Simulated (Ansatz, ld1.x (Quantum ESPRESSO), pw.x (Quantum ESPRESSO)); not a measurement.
pw.x on diamond Re: one setting changed

Potential: norm-conserving Troullier–Martins (Kleinman–Bylander form), ld1.x (Quantum ESPRESSO) 7.5, PBEsol; core [Xe] 4f14, reference 5d5 6s2 6p0; waves: 6s (bound): rc 2.00 bohr; 6p (bound, empty): rc 3.20 bohr; 5d (bound): rc 1.55 bohr; local part: all-electron potential smoothed inside 3.10 bohr (lloc = -1); core correction: none.

The reference run (k-mesh 8³, cutoffs 75/300 Ry, Fermi–Dirac 0.01 Ry, mixing_beta 0.4, conv_thr 1e-9, no spin) gives 2.06 GPa at 21.873 Å³/atom, where all-electron LAPW gives 0.08 GPa. This run, with its own iteration cap, changes smearing to gauss.

```
&control
  calculation='scf', prefix='x', pseudo_dir='./', outdir='./tmp', tstress=.true., disk_io='none'
/
&system
  ibrav=0, nat=2, ntyp=1, ecutwfc=75, ecutrho=300, nbnd=15,
  occupations='smearing', smearing='gauss', degauss=0.01
/
&electrons
  conv_thr=1e-09, mixing_beta=0.4, electron_maxstep=60
/
ATOMIC_SPECIES
Re 1.0 Re.UPF
CELL_PARAMETERS angstrom
  0.00000000 2.79663712 2.79663712
  2.79663712 0.00000000 2.79663712
  2.79663712 2.79663712 0.00000000
ATOMIC_POSITIONS crystal
Re 0.0000 0.0000 0.0000
Re 0.2500 0.2500 0.2500
K_POINTS automatic
8 8 8 0 0 0
```

```bash
pw.x < Re.scf.in > Re.scf.out
```

How does the run end?

It converges in 8 iterations; the free energy moves by +15.7 meV/atom and the pressure by -0.18 GPa. Gaussian smearing of the same width is narrower in effect than Fermi–Dirac, so its quadratic term in F is smaller.

```
Message from routine setup:
     using ibrav=0 with symmetry is DISCOURAGED, use correct ibrav instead
     lattice parameter (alat)  =       7.4739  a.u.
     unit-cell volume          =     295.2126 (a.u.)^3
     number of electrons       =        14.00
     number of Kohn-Sham states=           15
     kinetic-energy cutoff     =      75.0000  Ry
     charge density cutoff     =     300.0000  Ry
     scf convergence threshold =      1.0E-09
     Exchange-correlation= PBESOL
     number of k points=    29  Gaussian smearing, width (Ry)=  0.0100
     iteration #  1     ecut=    75.00 Ry     beta= 0.40
     total energy              =     -44.36405344 Ry
     estimated scf accuracy    <       0.07194839 Ry
     iteration #  2     ecut=    75.00 Ry     beta= 0.40
     total energy              =     -44.35859799 Ry
     estimated scf accuracy    <       0.01932611 Ry
     iteration #  3     ecut=    75.00 Ry     beta= 0.40
     total energy              =     -44.35965450 Ry
     estimated scf accuracy    <       0.00038772 Ry
     [... 2 iterations left out ...]
     iteration #  6     ecut=    75.00 Ry     beta= 0.40
     total energy              =     -44.35973829 Ry
     estimated scf accuracy    <          4.5E-09 Ry
     iteration #  7     ecut=    75.00 Ry     beta= 0.40
     total energy              =     -44.35973830 Ry
     estimated scf accuracy    <          2.2E-09 Ry
     iteration #  8     ecut=    75.00 Ry     beta= 0.40
     the Fermi energy is     9.8324 ev
!    total energy              =     -44.35973830 Ry
     estimated scf accuracy    <          1.4E-10 Ry
     smearing contrib. (-TS)   =      -0.00070796 Ry
     The total energy is F=E-TS. E is the sum of the following terms:
     one-electron contribution =      10.68523802 Ry
     hartree contribution      =       4.91925875 Ry
     xc contribution           =     -10.01855338 Ry
     ewald contribution        =     -49.94497372 Ry
     convergence has been achieved in   8 iterations
          total   stress  (Ry/bohr**3)                   (kbar)     P=       18.87
     Message from routine punch:
     Nothing written, as per user request (disk_io='none')
```

The run took about 26 s on one core of a shared host (Neoverse-V1, 32 threads, 247 GiB, load 26).
